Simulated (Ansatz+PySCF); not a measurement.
The numbers below are computed, except where a source is named.
Input for Ansatz (development build ahead of 0.2.0):

```yaml
crystal:
  periodic: [false, false, false]
  atoms:
    - { symbol: B, position_ang: [0.0, 0.0, 0.0] }
    - { symbol: "N", position_ang: [0.7499, 0.99987, 2.16478] }
basis:
  gaussian: { orbitals: STO-3G }
total_charge: -1
magnetization:
  initial_magnetization: 3
hamiltonian:
  xc: hf
correlation:
  method: fci
  frozen_orbitals: { B: 1, "N": 1 }
```

The input is written out in the form of the current development build from the run's settings.

The run gave:

```yaml
Converged: yes
Total_energy: -77.65523 hartree
State: lowest quartet root, of any spatial symmetry
```

Caution: no diffuse functions for an anion.
